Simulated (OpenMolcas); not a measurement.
# A workflow on BN (boron nitride)

Wanted: the energy (UHF/STO-3G), then the energy (CASSCF(4,4)/STO-3G), then the energy (CASPT2(4,4)/STO-3G), then the energy (SC-NEVPT2(4,4)/STO-3G), then a single-point energy (MRCI(4,4)/STO-3G) of BN (boron nitride). 

Program for the calculation: OpenMolcas 26.06.

## 1. The molecule

BN: 2 atoms, total charge 0, spin state triplet. As SMILES, `B#N`. The shape is that of a PBE0-D4/def2-TZVP optimisation.

Bond lengths: B1–N2 1.315 Å.

## 2. The energy at UHF/STO-3G (run 1)

Input file step1.input:

```
* BN Hartree-Fock

&GATEWAY
 BasLib
 $CurrDir
 Coord
 2
 angstrom
 B        0.000000       0.000000      -0.023520
 N        0.000000       0.000000       1.291950
 Basis
 STO-3G
 Group
 NoSym

&SEWARD

&SCF
 UHF
 Spin
 3
 Scramble
 0.25
 PrOrbitals
 1 1
```

The basis set STO-3G is read from a file made from the Basis Set Exchange's data (not shown).

On the command line:

```console
$ export MOLCAS_MEM=1860
$ pymolcas step1.input > step1.log
```

Output:

```text
--- Start Module: gateway ---
[...]
--- Stop Module: gateway /rc=_RC_ALL_IS_WELL_ ---
--- Start Module: seward ---
[...]
      Basis functions           10
--- Stop Module: seward /rc=_RC_ALL_IS_WELL_ ---
--- Start Module: scf ---
[...]
       Convergence after  26 Iterations
[...]
::    Total SCF energy                                -77.9435895535
[...]
      Total spin, S                                     1.0480718146
[...]
      Total electronic charge=   12.000000
      Total            charge=   -0.000000
[...]
      Dipole Moment (debye):
      Origin of the operator (angstrom)=    0.0000    0.0000    0.7129
                   X=  4.9750E-06               Y= -1.1453E-06               Z= -2.0610E+00           Total=  2.0610E+00
      Quadrupole Moment (debye*angstrom):
[...]
--- Stop Module: scf /rc=_RC_ALL_IS_WELL_ ---
[...]
```

Run time: 2 s. Hardware: 1 thread of Arm Neoverse V2, shared host; peak memory 0.37 GiB.

## 3. The energy at CASSCF(4,4)/STO-3G (run 2)

Input file step2.inp:

```
* BN CASSCF

&gateway
 baslib = $CurrDir
 coord
 2
 angstrom
 B        0.000000       0.000000      -0.023520
 N        0.000000       0.000000       1.291950
 basis = STO-3G
 group = NoSym

&seward

&rasscf
 fileorb = $CurrDir/step1.UnaOrb
 spin = 3
 nactel = 4 0 0
 inactive = 4
 ras2 = 4
 orblisting = Nothing
 orbappear = Compact
```

The basis set STO-3G is read from a file made from the Basis Set Exchange's data (not shown).

On the command line:

```console
$ export MOLCAS_MEM=1860
$ pymolcas step2.inp > step2.log
```

Output:

```text
--- Start Module: gateway ---
[...]
--- Stop Module: gateway /rc=_RC_ALL_IS_WELL_ ---
--- Start Module: seward ---
[...]
      Basis functions           10
--- Stop Module: seward /rc=_RC_ALL_IS_WELL_ ---
--- Start Module: rasscf ---
[...]
      Number of active orbitals                  4
[...]
      Spin quantum number                      1.0
[...]
      Active orbitals                            4
[...]
      Number of CSFs                            15
[...]
      Number of root(s) required                 1
[...]
      Convergence after 11 iterations
[...]
      printout of CI-coefficients larger than  0.05 for root  1
      energy=     -77.978952
      conf/sym  1111     Coeff  Weight
             1  2uu0  -0.96165 0.92477
             4  u20u   0.10310 0.01063
             6  uduu   0.05526 0.00305
            12  u02u  -0.10310 0.01063
            15  0uu2   0.21878 0.04786
      Natural orbitals and occupation numbers for root  1
      sym 1:   1.876909   1.000000   1.000000   0.123091
      ************************************************************************************************************************
      *                                                    Final results                                                     *
[...]
::    RASSCF root number  1 Total energy:    -77.97895239
[...]
      Total electronic charge=   12.000000
      Total            charge=   -0.000000
[...]
      Dipole Moment (debye):
      Origin of the operator (angstrom)=    0.0000    0.0000    0.7129
                   X=  3.9400E-08               Y= -8.0714E-07               Z= -1.8920E+00           Total=  1.8920E+00
      Quadrupole Moment (debye*angstrom):
[...]
--- Stop Module: rasscf /rc=_RC_ALL_IS_WELL_ ---
[...]
```

It took 1.8 s on 1 thread of Arm Neoverse V2, shared host; peak memory 0.37 GiB.

## 4. A single-point energy at CASPT2(4,4)/STO-3G (run 3)

Input file step3.inp:

```
&GATEWAY
  BasLib=$CurrDir
  Coord
  2
  angstrom
  B        0.000000       0.000000      -0.023520
  N        0.000000       0.000000       1.291950
  Basis=STO-3G
  Group=NoSym

&SEWARD

&RASSCF
  FileOrb=$CurrDir/step2.RasOrb
  Spin=3
  Nactel=4 0 0
  Inactive=4
  Ras2=4
  OrbListing=Nothing
  OrbAppear=Compact

&CASPT2
  Imaginary=0.1
  Frozen=2
```

The basis set STO-3G is read from a file made from the Basis Set Exchange's data (not shown).

On the command line:

```console
$ export MOLCAS_MEM=1860
$ pymolcas step3.inp > step3.log
```

Output:

```text
--- Start Module: gateway ---
[...]
--- Stop Module: gateway /rc=_RC_ALL_IS_WELL_ ---
[...]
      Basis functions           10
[...]
--- Start Module: rasscf ---
[...]
      Number of active orbitals                  4
[...]
      Spin quantum number                      1.0
[...]
      Active orbitals                            4
[...]
      Number of CSFs                            15
[...]
      Number of root(s) required                 1
[...]
      Convergence after  4 iterations
[...]
      printout of CI-coefficients larger than  0.05 for root  1
      energy=     -77.978952
      conf/sym  1111     Coeff  Weight
             1  2uu0  -0.96165 0.92477
             4  u20u   0.10310 0.01063
             6  uduu   0.05526 0.00305
            12  u02u  -0.10310 0.01063
            15  0uu2   0.21878 0.04786
      Natural orbitals and occupation numbers for root  1
      sym 1:   1.876908   1.000000   1.000000   0.123092
      ************************************************************************************************************************
      *                                                    Final results                                                     *
[...]
::    RASSCF root number  1 Total energy:    -77.97895239
[...]
      Total electronic charge=   12.000000
      Total            charge=   -0.000000
[...]
      Dipole Moment (debye):
      Origin of the operator (angstrom)=    0.0000    0.0000    0.7129
                   X=  5.4438E-08               Y= -4.4644E-07               Z= -1.8920E+00           Total=  1.8920E+00
      Quadrupole Moment (debye*angstrom):
[...]
--- Stop Module: rasscf /rc=_RC_ALL_IS_WELL_ ---
--- Start Module: caspt2 ---
[...]
 ###    WARNING: User changed nr of frozen orbitals.                         ###
 ###############################################################################
[...]
      E2 (Variational):          -0.0513235749
      Total energy:             -78.0302759635
[...]
      Reference weight:           0.97086
[...]
::    CASPT2 Root  1     Total energy:    -78.03027596
[...]
--- Stop Module: caspt2 /rc=_RC_ALL_IS_WELL_ ---
[...]
```

Run time: 1.8 s. Hardware: 1 thread of Arm Neoverse V2, shared host; peak memory 0.37 GiB.

## 5. A single-point energy at SC-NEVPT2(4,4)/STO-3G (run 4)

Input file step4.input:

```
* BN NEVPT2
>>> EXPORT MOLCAS_PRINT=2

&GATEWAY
 BasLib = $CurrDir
 Coord
 2
 angstrom
 B        0.000000       0.000000      -0.023520
 N        0.000000       0.000000       1.291950
 Basis = STO-3G
 Group = NoSym

&SEWARD

&RASSCF
 FileOrb = $CurrDir/step2.RasOrb
 Spin = 3
 Nactel = 4 0 0
 Inactive = 4
 Ras2 = 4
 OrbListing = Nothing
 OrbAppear = Compact

&CASPT2
 SC-NEVPT2
 Frozen = 2
```

The basis set STO-3G is read from a file made from the Basis Set Exchange's data (not shown).

On the command line:

```console
$ export MOLCAS_MEM=1860
$ pymolcas step4.input > step4.log
```

Output:

```text
--- Start Module: gateway ---
[...]
--- Stop Module: gateway /rc=_RC_ALL_IS_WELL_ ---
[...]
      Basis functions           10
[...]
--- Start Module: rasscf ---
[...]
      Number of active orbitals                  4
[...]
      Spin quantum number                      1.0
[...]
      Active orbitals                            4
[...]
      Number of CSFs                            15
[...]
      Number of root(s) required                 1
[...]
      Convergence after  4 iterations
[...]
      printout of CI-coefficients larger than  0.05 for root  1
      energy=     -77.978952
      conf/sym  1111     Coeff  Weight
             1  2uu0  -0.96165 0.92477
             4  u20u   0.10310 0.01063
             6  uduu   0.05526 0.00305
            12  u02u  -0.10310 0.01063
            15  0uu2   0.21878 0.04786
      Natural orbitals and occupation numbers for root  1
      sym 1:   1.876908   1.000000   1.000000   0.123092
      ************************************************************************************************************************
      *                                                    Final results                                                     *
[...]
::    RASSCF root number  1 Total energy:    -77.97895239
[...]
      Total electronic charge=   12.000000
      Total            charge=   -0.000000
[...]
      Dipole Moment (debye):
      Origin of the operator (angstrom)=    0.0000    0.0000    0.7129
                   X=  5.4438E-08               Y= -4.4644E-07               Z= -1.8920E+00           Total=  1.8920E+00
      Quadrupole Moment (debye*angstrom):
[...]
--- Stop Module: rasscf /rc=_RC_ALL_IS_WELL_ ---
--- Start Module: caspt2 ---
[...]
 ###    WARNING: User changed nr of frozen orbitals.                         ###
 ###############################################################################
[...]
      E2 (Variational):          -0.0504834878
[...]
      E2 (Variational):          -0.0497170401
      Total energy:             -78.0286694287
[...]
      Reference weight:           0.97288
[...]
::    SC-NEVPT2 Root  1     Total energy:    -78.02866943
[...]
--- Stop Module: caspt2 /rc=_RC_ALL_IS_WELL_ ---
[...]
```

It took 1.8 s on 1 thread of Arm Neoverse V2, shared host; peak memory 0.36 GiB.

## 6. The energy at MRCI(4,4)/STO-3G (run 5)

Input file step5.inp:

```
&GATEWAY
BasLib = $CurrDir
Coord
2
angstrom
B        0.000000       0.000000      -0.023520
N        0.000000       0.000000       1.291950
Basis = STO-3G
Group = NoSym
&SEWARD
&RASSCF
FileOrb = $CurrDir/step2.RasOrb
Spin = 3
Nactel = 4 0 0
Inactive = 4
Ras2 = 4
OrbListing = Nothing
OrbAppear = Compact
&MOTRA
LumOrb
Frozen = 2
&GUGA
Electrons = 8
Spin = 3
Inactive = 2
Active = 4
CIAll = 1
&MRCI
SDCI
```

The basis set STO-3G is read from a file made from the Basis Set Exchange's data (not shown).

On the command line:

```console
$ export MOLCAS_MEM=1860
$ pymolcas step5.inp > step5.log
```

Output:

```text
--- Start Module: gateway ---
[...]
--- Stop Module: gateway /rc=_RC_ALL_IS_WELL_ ---
[...]
      Basis functions           10
[...]
      Number of active orbitals                  4
[...]
      Spin quantum number                      1.0
[...]
      Active orbitals                            4
[...]
      Number of CSFs                            15
[...]
      Number of root(s) required                 1
[...]
      Convergence after  4 iterations
[...]
      printout of CI-coefficients larger than  0.05 for root  1
      energy=     -77.978952
      conf/sym  1111     Coeff  Weight
             1  2uu0  -0.96165 0.92477
             4  u20u   0.10310 0.01063
             6  uduu   0.05526 0.00305
            12  u02u  -0.10310 0.01063
            15  0uu2   0.21878 0.04786
      Natural orbitals and occupation numbers for root  1
      sym 1:   1.876908   1.000000   1.000000   0.123092
      ************************************************************************************************************************
      *                                                    Final results                                                     *
[...]
::    RASSCF root number  1 Total energy:    -77.97895239
[...]
      Dipole Moment (debye):
      Origin of the operator (angstrom)=    0.0000    0.0000    0.7129
                   X=  5.4438E-08               Y= -4.4644E-07               Z= -1.8920E+00           Total=  1.8920E+00
      Quadrupole Moment (debye*angstrom):
[...]
      *** WARNING: Default frozen orbitals is overwritten by user input.
      *** Default values:   2
[...]
--- Start Module: guga ---
[...]
--- Stop Module: guga /rc=_RC_ALL_IS_WELL_ ---
--- Start Module: mrci ---
[...]
       (But an ACPF correction will be computed)
       USE THE DEFAULT ACPF G-VALUE GFAC=  0.25000000000000000
[...]
                      CI ENERGY:   -78.05076810
[...]
                ACPF CORRECTION:    -0.00542747
[...]
      Total electronic charge=   12.000000
      Total            charge=   -0.000000
[...]
     ACPF CORRECTION:     -0.00542747
[...]
  CI State   1     Total energy:    -78.05076810     QDav:     -0.00742364     QACPF:     -0.00542747
[...]
--- Stop Module: mrci /rc=_RC_ALL_IS_WELL_ ---
[...]
```

It took 2 s on 1 thread of Arm Neoverse V2, shared host; peak memory 0.37 GiB.

## 7. What came out

| quantity | value |
| --- | --- |
| run 1, UHF/STO-3G: total energy | -77.94359 Eh |
| run 1, UHF/STO-3G: dipole moment | 2.06 D |
| run 1, UHF/STO-3G: HOMO energy (highest over α and β) | -9.06 eV |
| run 1, UHF/STO-3G: LUMO energy (lowest over α and β) | 4.45 eV |
| run 1, UHF/STO-3G: ⟨S²⟩ | 2.147 |
| run 2, CASSCF(4,4)/STO-3G: total energy | -77.97895 Eh |
| run 2, CASSCF(4,4)/STO-3G: dipole moment (CASSCF density) | 1.89 D |
| run 3, CASPT2(4,4)/STO-3G: total energy | -78.03028 Eh |
| run 3, CASPT2(4,4)/STO-3G: dipole moment (CASSCF density) | 1.89 D |
| run 4, SC-NEVPT2(4,4)/STO-3G: total energy | -78.02867 Eh |
| run 4, SC-NEVPT2(4,4)/STO-3G: dipole moment (CASSCF density) | 1.89 D |
| run 5, MRCI(4,4)/STO-3G: total energy | -78.05077 Eh |
| run 5, MRCI(4,4)/STO-3G: dipole moment (CASSCF density) | 1.89 D |

**Reading.** ⟨S²⟩ (run 1, UHF/STO-3G) is 2.15 where a pure triplet has 2.00: the reference is spin-contaminated.
